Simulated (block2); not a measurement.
# SiNH4F (SMILES N[SiH2]F): DMRG/STO-3G

What is the vertical singlet–triplet gap of SiNH4F at DMRG/STO-3G? 

Program for the calculation: block2 0.5.4.

3 further runs of the same task are left out: 3 that didn't finish.

### 1 Starting point

SiNH4F: 7 atoms, total charge 0, spin state singlet. SMILES: `N[SiH2]F`. The coordinates come from a PBE0-D4/def2-TZVP relaxation. This is one conformer, not always the lowest.

Bond lengths: N1–Si2 1.696 Å, Si2–F3 1.605 Å, N1–H4 1.006 Å, N1–H5 1.006 Å, Si2–H6 1.479 Å, Si2–H7 1.479 Å. Angles: N1–Si2–F3 114.6°, N1–Si2–H6 108.3°, N1–Si2–H7 108.3°, F3–Si2–H6 105.8°, F3–Si2–H7 105.8°, Si2–N1–H4 122.0°, Si2–N1–H5 122.0°, H6–Si2–H7 114.0°, H4–N1–H5 111.8°.

### 2 The energy at DMRG/STO-3G

integrals.py reads:

```python
from pyscf import ao2mo, cc, dft, gto, mcscf, mp, scf
from pyscf.tools import fcidump

geom = """
N     -0.761500     0.339000    -0.625200
Si     0.531100    -0.115700     0.373400
F      0.515100    -1.653900     0.829800
H     -0.786600     0.105100    -1.603600
H     -1.682200     0.513500    -0.258400
H      0.455900     0.676200     1.620700
H      1.789400     0.068000    -0.382300
"""
mol = gto.M(
    atom=geom,
    basis="sto-3g",
    verbose=3,
)
print("basis functions = %d" % (mol.nao))
mf = scf.RHF(mol)
mf.conv_tol = 1e-10
mf.max_cycle = 200
mf.kernel()
if not mf.converged:
    mf = mf.newton().run(mf.mo_coeff, mf.mo_occ)
print("SCF energy = %.10f" % (mf.e_tot))
ref = mf
pt = mp.MP2(ref, frozen=7).run()
mycc = cc.CCSD(ref, frozen=7)
mycc.max_cycle = 150
mycc.kernel()
print("E(MP2) = %.10f" % (pt.e_tot))
if mycc.converged:
    print(f"CCSD total energy = {mycc.e_tot:.10f}")
    print(f"E(CCSD(T)) = {mycc.e_tot + mycc.ccsd_t():.10f}")
    print("T1 = %.4f" % (mycc.get_t1_diagnostic()))
ks = dft.RKS(mol, xc="pbe").set(conv_tol=1e-9, verbose=3).run()
if ks.converged:
    print("E(PBE) = %.8f" % (ks.e_tot))
ks = dft.RKS(mol, xc="camb3lyp").set(conv_tol=1e-9, verbose=3).run()
if ks.converged:
    print("E(CAM-B3LYP) = %.8f" % (ks.e_tot))
ks = dft.RKS(mol, xc="blyp").set(conv_tol=1e-9, verbose=3).run()
if ks.converged:
    print("E(BLYP) = %.8f" % (ks.e_tot))
occ_no, mo = mcscf.addons.make_natural_orbitals(mp.MP2(mf, frozen=7).run())
mf.mo_coeff = mo
cas = mcscf.CASCI(mf, 16, 20)
h1, ecore = cas.get_h1eff()
fcidump.from_integrals("FCIDUMP", h1, cas.get_h2eff(), 16, 20, nuc=ecore, ms=0)
```

block.conf reads:

```
sym c1
orbitals FCIDUMP
nelec 20
spin 0
irrep 1
occ 2 2 2 2 2 2 2 2 2 2 0 0 0 0 0 0
cbias 0.3
schedule
0 25 1E-08 1E-03
4 50 1E-08 1E-04
7 100 1E-08 1E-04
9 200 1E-08 1E-05
12 200 1E-09 0.0
end
maxiter 18
sweep_tol 1E-06
gaopt default
mem 1g
num_thrds 1
prefix ./tmp
outputlevel 1
```

The run is started by

```console
$ python integrals.py && block2main block.conf
```

Log:

```text
$ python integrals.py
basis functions = 23
converged SCF energy = -439.731370493341
SCF energy = -439.7313704933
E(RMP2) = -439.825537342448  E_corr = -0.0941668491068399
E(SCS-RMP2) = -439.835032905352  E_corr = -0.103662412010442
E(CCSD) = -439.8548767013211  E_corr = -0.1235062079798433
E(MP2) = -439.8255373424
CCSD total energy = -439.8548767013
CCSD(T) correction = -0.00266268567561007
E(CCSD(T)) = -439.8575393870
T1 = 0.0089
converged SCF energy = -440.62567490582
E(PBE) = -440.62567491
converged SCF energy = -440.87581584988
E(CAM-B3LYP) = -440.87581585
converged SCF energy = -440.857398986249
E(BLYP) = -440.85739899
E(RMP2) = -439.825537342448  E_corr = -0.0941668491068399
E(SCS-RMP2) = -439.835032905352  E_corr = -0.103662412010442

$ block2main block.conf

********************************** INPUT START **********************************
sym                                                             c1
orbitals                                                   FCIDUMP
nelec                                                           20
spin                                                             0
irrep                                                            1
occ                                2 2 2 2 2 2 2 2 2 2 0 0 0 0 0 0
cbias                                                          0.3
maxiter                                                         18
sweep_tol                                                    1E-06
gaopt                                                      default
mem                                                             1g
num_thrds                                                        1
prefix                                                       ./tmp
outputlevel                                                      1
schedule                  Sweep   0-   3 : Mmps =    25 Noise =     0.001 DavTol =     1e-08
                          Sweep   4-   6 : Mmps =    50 Noise =    0.0001 DavTol =     1e-08
                          Sweep   7-   8 : Mmps =   100 Noise =    0.0001 DavTol =     1e-08
                          Sweep   9-  11 : Mmps =   200 Noise =     1e-05 DavTol =     1e-08
                          Sweep  12-  17 : Mmps =   200 Noise =         0 DavTol =     1e-09
********************************** INPUT END   **********************************

SPIN ADAPTED - REAL DOMAIN - DOUBLE PREC
qc mpo type =  QCTypes.Conventional
 UseMainStack = 0 MinDiskUsage = 1 MinMemUsage = 0 IBuf = 0 OBuf = 0
 FPCompression: prec = 1.00e-16 chunk = 1024
 IMain = 0 B / 66.8 MB DMain = 0 B / 343 MB ISeco = 0 B / 28.6 MB DSeco = 0 B / 515 MB
 OpenMP = 1 TBB = 0 BLIS = 0 MKL = NONE  SeqType = Tasked AlignType = None MKLIntLen = 4
 THREADING = 2 layers : Global | Operator BatchedGEMM
 NUMBER : Global = 1 Operator = 1 Quanta = 0 MKL = 1
 COMPLEX = 1 SINGLE-PREC = 1 KSYMM = 0
using gaopt reorder =  [14 13  3  7  6 15  5  8  4 11 12 10  9  2  0  1]
read integral finished 2.6776518400292844
integral sym error =            0
MinMPOMemUsage =  False
MPS =  CCRRRRRRRRRRRRRR 0 2 < N=20 S=0 PG=0 >
GS INIT MPS BOND DIMS =       1     3    10    31    30    38    46    44    44    44    46    38    30    31    10     3     1
pre-mpo memory usage =  155 MB
build mpo start ...
build mpo finished ... Tread = 0.000 Twrite = 0.000 T = 0.026
simpl mpo start ...
simpl mpo finished ... Tread = 0.000 Twrite = 0.000 T = 0.090
GS MPO BOND DIMS =      21    28    39    54    73    96   123   154   123    96    73    54    39    28    21     1
build 1pdm mpo 2.8310752511024475
build identity mpo 2.832753808936104
memory usage =  184 MB
para mpo finished 2.833584314910695
env init finished 3.0810368980746716

Sweep =    0 | Direction =  forward | Bond dimension =   25 | Noise =  1.00e-03 | Dav threshold =  1.00e-08
Time elapsed =      0.656 | E =    -439.0817404990 | DW = 1.24093e-04

Sweep =    1 | Direction = backward | Bond dimension =   25 | Noise =  1.00e-03 | Dav threshold =  1.00e-08
Time elapsed =      1.131 | E =    -439.3533264893 | DE = -2.72e-01 | DW = 9.41813e-04

Sweep =    2 | Direction =  forward | Bond dimension =   25 | Noise =  1.00e-03 | Dav threshold =  1.00e-08
Time elapsed =      1.596 | E =    -439.8049974457 | DE = -4.52e-01 | DW = 8.72518e-04

Sweep =    3 | Direction = backward | Bond dimension =   25 | Noise =  1.00e-03 | Dav threshold =  1.00e-08
Time elapsed =      1.963 | E =    -439.8433687526 | DE = -3.84e-02 | DW = 1.17450e-04

Sweep =    4 | Direction =  forward | Bond dimension =   50 | Noise =  1.00e-04 | Dav threshold =  1.00e-08
Time elapsed =      2.577 | E =    -439.8549492658 | DE = -1.16e-02 | DW = 1.55163e-05

Sweep =    5 | Direction = backward | Bond dimension =   50 | Noise =  1.00e-04 | Dav threshold =  1.00e-08
Time elapsed =      3.412 | E =    -439.8556691838 | DE = -7.20e-04 | DW = 4.77133e-05

Sweep =    6 | Direction =  forward | Bond dimension =   50 | Noise =  1.00e-04 | Dav threshold =  1.00e-08
Time elapsed =      4.216 | E =    -439.8559089767 | DE = -2.40e-04 | DW = 5.61979e-05

Sweep =    7 | Direction = backward | Bond dimension =  100 | Noise =  1.00e-04 | Dav threshold =  1.00e-08
Time elapsed =      5.957 | E =    -439.8570197125 | DE = -1.11e-03 | DW = 6.28362e-06

Sweep =    8 | Direction =  forward | Bond dimension =  100 | Noise =  1.00e-04 | Dav threshold =  1.00e-08
Time elapsed =      8.946 | E =    -439.8573767043 | DE = -3.57e-04 | DW = 2.25087e-05

Sweep =    9 | Direction = backward | Bond dimension =  200 | Noise =  1.00e-05 | Dav threshold =  1.00e-08
Time elapsed =     16.797 | E =    -439.8579312670 | DE = -5.55e-04 | DW = 1.41747e-06

Sweep =   10 | Direction =  forward | Bond dimension =  200 | Noise =  1.00e-05 | Dav threshold =  1.00e-08
Time elapsed =     30.215 | E =    -439.8580099595 | DE = -7.87e-05 | DW = 5.47020e-06

Sweep =   11 | Direction = backward | Bond dimension =  200 | Noise =  1.00e-05 | Dav threshold =  1.00e-08
Time elapsed =     43.185 | E =    -439.8580315497 | DE = -2.16e-05 | DW = 5.83664e-06

Sweep =   12 | Direction =  forward | Bond dimension =  200 | Noise =  0.00e+00 | Dav threshold =  1.00e-09
Time elapsed =     56.894 | E =    -439.8580401657 | DE = -8.62e-06 | DW = 5.73427e-06

Sweep =   13 | Direction = backward | Bond dimension =  200 | Noise =  0.00e+00 | Dav threshold =  1.00e-09
Time elapsed =     70.562 | E =    -439.8580409223 | DE = -7.57e-07 | DW = 5.76570e-06

Final canonical form =  CRRRRRRRRRRRRRRR 0
DMRG Energy = -439.858040922290002
```

It took 80 s on 1 thread of Arm Neoverse V1, shared host; peak memory 0.3 GiB.

### 3 The triplet: a single-point energy at DMRG/STO-3G

prepare.py reads:

```python
from pyscf import ao2mo, cc, dft, gto, mcscf, mp, scf
from pyscf.tools import fcidump

mol = gto.M(atom="""
N
Si 1 1.695514
F 2 1.604561 1 114.64596
H 1 1.006283 2 121.95998 3 -77.47342
H 1 1.006321 4 111.83169 2 -157.22687
H 2 1.479364 3 105.83286 1 119.30873
H 2 1.479239 6 114.04763 3 -115.91915
""", basis="sto-3g", charge=0, spin=2, verbose=4, max_memory=2000)
print("nao                            = %d" % (mol.nao))
mf = scf.ROHF(mol)
mf.conv_tol = 1e-10
mf.max_cycle = 200
mf.kernel()
if not mf.converged:
    mf = mf.newton().run(mf.mo_coeff, mf.mo_occ)
print(f"E(HF)                          = {mf.e_tot:.10f}")
# MP2, CCSD and CCSD(T) with the same frozen core
ref = scf.UHF(mol).run(mf.make_rdm1(), conv_tol=1e-10)
pt = mp.MP2(ref, frozen=7).run()
mycc = cc.CCSD(ref, frozen=7)
mycc.max_cycle = 150
mycc.kernel()
print("MP2 total energy               = %.10f" % (pt.e_tot))
if mycc.converged:
    print(f"CCSD total energy              = {mycc.e_tot:.10f}")
    print(f"E(CCSD(T))                     = {mycc.e_tot + mycc.ccsd_t():.10f}")
# a few density functionals on the same geometry and basis
ks = dft.UKS(mol, xc="pbe").set(conv_tol=1e-9, verbose=3).run(mf.make_rdm1())
if ks.converged:
    print(f"E(PBE)                         = {ks.e_tot:.8f}")
ks = dft.UKS(mol, xc="camb3lyp").set(conv_tol=1e-9, verbose=3).run(mf.make_rdm1())
if ks.converged:
    print("E(CAM-B3LYP)                   = %.8f" % (ks.e_tot))
ks = dft.UKS(mol, xc="blyp").set(conv_tol=1e-9, verbose=3).run(mf.make_rdm1())
if ks.converged:
    print(f"E(BLYP)                        = {ks.e_tot:.8f}")
# rotate to MP2 natural orbitals
occ_no, mo = mcscf.addons.make_natural_orbitals(mp.MP2(mf.to_uhf(), frozen=7).run())
mf.mo_coeff = mo
# write the integrals of the correlated orbitals
cas = mcscf.CASCI(mf, 16, 20)
h1, ecore = cas.get_h1eff()
fcidump.from_integrals("FCIDUMP", h1, cas.get_h2eff(), 16, 20, nuc=ecore, ms=2)
```

dmrg.conf reads:

```
sym c1
orbitals FCIDUMP
nelec 20
spin 2
irrep 1
occ 2 2 2 2 2 2 2 2 2 1 1 0 0 0 0 0
cbias 0.2
schedule
0 100 1E-09 1E-04
4 200 1E-09 1E-04
7 400 1E-09 1E-05
10 400 1E-10 0.0
end
maxiter 16
sweep_tol 1E-06
gaopt default
mem 1g
num_thrds 1
prefix ./tmp
outputlevel 1
onepdm
```

The run is started by

```console
$ python prepare.py && block2main dmrg.conf
```

Log:

```text
$ python prepare.py

[INPUT] verbose = 4
[INPUT] num. atoms = 7
[INPUT] num. electrons = 34
[INPUT] charge = 0
[INPUT] spin (= nelec alpha-beta = 2S) = 2
[INPUT] symmetry False subgroup None
[INPUT] Mole.unit = angstrom
[INPUT] Symbol           X                Y                Z      unit          X                Y                Z       unit  Magmom
[INPUT]  1 N      0.000000000000   0.000000000000   0.000000000000 AA    0.000000000000   0.000000000000   0.000000000000 Bohr   0.0
[INPUT]  2 Si     1.695514000000   0.000000000000   0.000000000000 AA    3.204057100366   0.000000000000   0.000000000000 Bohr   0.0
[INPUT]  3 F      2.364631990668   0.000000000000   1.458388534406 AA    4.468506847747   0.000000000000   2.755954913233 Bohr   0.0
[INPUT]  4 H     -0.532652549950  -0.833425573463   0.185171678771 AA   -1.006567438956  -1.574946079054   0.349923758902 Bohr   0.0
[INPUT]  5 H     -0.532673694485   0.833443944020   0.185234668519 AA   -1.006607396338   1.574980794374   0.350042792275 Bohr   0.0
[INPUT]  6 H      2.160430969253   1.241057219793  -0.657378911584 AA    4.082622842917   2.345258250324  -1.242266102959 Bohr   0.0
[INPUT]  7 H      2.160451548807  -1.240905591495  -0.657369308552 AA    4.082661732639  -2.344971714367  -1.242247955858 Bohr   0.0

nuclear repulsion = 118.587953597243
number of shells = 15
number of NR pGTOs = 69
number of NR cGTOs = 23
basis = sto-3g
ecp = {}
CPU time:         0.57
nao                            = 23

******** <class 'pyscf.scf.rohf.ROHF'> ********
method = ROHF
initial guess = minao
damping factor = 0
level_shift factor = 0
DIIS = <class 'pyscf.scf.diis.CDIIS'>
diis_start_cycle = 1
diis_space = 8
diis_damp = 0
SCF conv_tol = 1e-10
SCF conv_tol_grad = None
SCF max_cycles = 200
direct_scf = True
[... 162 lines left out ...]
UCCSD converged
[... 17 lines left out ...]
WARN: HOMO 0.24451925108556 >= LUMO 0.0725744102185818
[... 7 lines left out ...]
WARN: HOMO 0.25003303757541 >= LUMO -0.0613723619516522
[... 7 lines left out ...]
WARN: HOMO 0.247028109931803 >= LUMO -0.088233506811628
[... 7 lines left out ...]
WARN: HOMO 0.234629474467444 >= LUMO -0.0980878994857426
[... 7 lines left out ...]
WARN: HOMO 0.234550345525926 >= LUMO -0.0983330596453335
[... 5 lines left out ...]
SCF not converged.
SCF energy = -440.288092267191 after 50 cycles  <S^2> = 2.0011539  2S+1 = 3.0007692
[... 16 lines left out ...]
WARN: HOMO 0.14649873203178 >= LUMO -0.0030263264749224
[... 7 lines left out ...]
WARN: HOMO 0.147034475566679 >= LUMO -0.00476874879874056
[... 7 lines left out ...]
WARN: HOMO 0.147027421396589 >= LUMO -0.00475387566443985
[... 17 lines left out ...]
WARN: HOMO 0.196420755309637 >= LUMO -0.0792538845490294
[... 7 lines left out ...]
WARN: HOMO 0.255278608544902 >= LUMO -0.0537118023464426
[... 7 lines left out ...]
WARN: HOMO 0.2451243221742 >= LUMO -0.08770480933555
[... 7 lines left out ...]
WARN: HOMO 0.235751560389629 >= LUMO -0.0966965953552771
[... 7 lines left out ...]
WARN: HOMO 0.235851584456175 >= LUMO -0.0966346021253356
[... 3 lines left out ...]
SCF not converged.
[... 46 lines left out ...]
integral sym error =            0
[... 45 lines left out ...]
Sweep =   10 | Direction =  forward | Bond dimension =  400 | Noise =  0.00e+00 | Dav threshold =  1.00e-10
Time elapsed =   1782.848 | E =    -439.4888795166 | DE = -1.71e-06 | DW = 1.99034e-05

Sweep =   11 | Direction = backward | Bond dimension =  400 | Noise =  0.00e+00 | Dav threshold =  1.00e-10
Time elapsed =   2272.975 | E =    -439.4888824142 | DE = -2.90e-06 | DW = 3.07541e-05

Sweep =   12 | Direction =  forward | Bond dimension =  400 | Noise =  0.00e+00 | Dav threshold =  1.00e-10
Time elapsed =   2785.597 | E =    -439.4888824382 | DE = -2.41e-08 | DW = 2.00654e-05

Final canonical form =  LLLLLLLLLLLLLLLC 14
DMRG Energy = -439.488882438228416
npdm string = ['(C+D)0']

Build NPDM MPO | Nsites =    16 | Nmaxops =  2 | SymbolFree = T | Cutoff = 0.00e+00
 Site =     0 /    16 .. L =        4 R =        1 M =            0 Tmid = 0.000 T = 0.000
 Site =     1 /    16 .. L =        4 R =       31 M =           31 Tmid = 0.000 T = 0.000
 Site =     2 /    16 .. L =        4 R =       29 M =           29 Tmid = 0.000 T = 0.000
 Site =     3 /    16 .. L =        4 R =       27 M =           27 Tmid = 0.000 T = 0.000
 Site =     4 /    16 .. L =        4 R =       25 M =           25 Tmid = 0.000 T = 0.000
 Site =     5 /    16 .. L =        4 R =       23 M =           23 Tmid = 0.000 T = 0.000
 Site =     6 /    16 .. L =        4 R =       21 M =           21 Tmid = 0.000 T = 0.000
 Site =     7 /    16 .. L =        4 R =       19 M =           19 Tmid = 0.000 T = 0.000
 Site =     8 /    16 .. L =        4 R =       17 M =           17 Tmid = 0.000 T = 0.000
 Site =     9 /    16 .. L =        4 R =       15 M =           15 Tmid = 0.000 T = 0.000
 Site =    10 /    16 .. L =        4 R =       13 M =           13 Tmid = 0.000 T = 0.000
 Site =    11 /    16 .. L =        4 R =       11 M =           11 Tmid = 0.000 T = 0.000
 Site =    12 /    16 .. L =        4 R =        9 M =            9 Tmid = 0.000 T = 0.000
 Site =    13 /    16 .. L =        4 R =        7 M =            7 Tmid = 0.000 T = 0.000
 Site =    14 /    16 .. L =        4 R =        5 M =            5 Tmid = 0.000 T = 0.000
 Site =    15 /    16 .. L =        1 R =        4 M =            4 Tmid = 0.000 T = 0.000
Ttotal =      0.001

Expectation | Direction = backward | BRA bond dimension =  400 | KET bond dimension =  400
Time elapsed =      1.876
NPDM Sorting | Nsites =    16 | Nmaxops =  2 | DotSite = 2 | SymbolFree = T | Compressed = T | LowMem = F | Mem = 2.00 KB
Ttotal =      0.000

DMRG OCC =   1.999 1.995 1.976 1.985 1.981 1.970 1.974 1.968 1.953 1.046 0.958 0.067 0.032 0.039 0.028 0.029
```

Wall time 47 min (1 thread of Arm Neoverse V1, shared host); peak memory 0.82 GiB.

### 4 What came out

Level: DMRG/STO-3G, 7 core orbitals frozen.

| quantity | value |
| --- | --- |
| run 1, DMRG/STO-3G: total energy | -439.85804 Eh |
| run 1, DMRG/STO-3G: T1 diagnostic of the CCSD step | 0.009 |
| triplet: total energy | -439.48888 Eh |
| vertical energy of the triplet above the singlet | 10.045 eV |

What this shows: At this shape the triplet lies 10.05 eV (232 kcal/mol) above the singlet. In a minimal basis such a difference can be off by several eV, whatever the method.
